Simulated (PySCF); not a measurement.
## The first ionisation energy along group 14

All values are computed (PySCF 2.14, energy differences of UHF-based or UKS calculations, no spin-orbit coupling). Values in eV. The last column holds reference values (NIST; (s) semi-empirical, (t) theoretical, else measured). Unmarked ones compare directly (S terms, centres of terms, or small fine structure); those marked * lie between the lowest fine-structure levels and include a spin-orbit shift.

```tsv
element	configurations	UHF	MP2 (valence)	SCS-MP2 (valence)	CCSD (valence)	CCSD(T) (valence)	reference
C (6-31G*, non-relativistic)	[He] 2s2 2p2 → [He] 2s2 2p1	10.718	10.940	10.830	10.794	10.799	11.262
Si (6-31G*, non-relativistic)	[Ne] 3s2 3p2 → [Ne] 3s2 3p1	7.633	7.789	7.727	7.770	7.777	8.157
Ge (6-31G*, non-relativistic)	[Ar] 3d10 4s2 4p2 → [Ar] 3d10 4s2 4p1	7.445	7.668	7.609	7.682	7.689	7.925
```

Question: Which of these methods has the smallest mean absolute error against the measured values here?

Answer: MP2 (valence), with 0.316 eV.

```csv
method,elements,mean error (eV),mean absolute error (eV),largest error (eV)
UHF,3,-0.516,0.516,-0.544
MP2 (valence),3,-0.316,0.316,-0.368
SCS-MP2 (valence),3,-0.393,0.393,-0.432
CCSD (valence),3,-0.366,0.366,-0.468
CCSD(T) (valence),3,-0.359,0.359,-0.462
```

Errors include the incompleteness of the basis and the frozen core.

"Valence" correlates the outer s and p shells and, in groups 3 to 12 and the f block, the outer d or f shell, open or full, or the next shell where the ion has no valence electron left; the wider scheme adds the next inner shell.
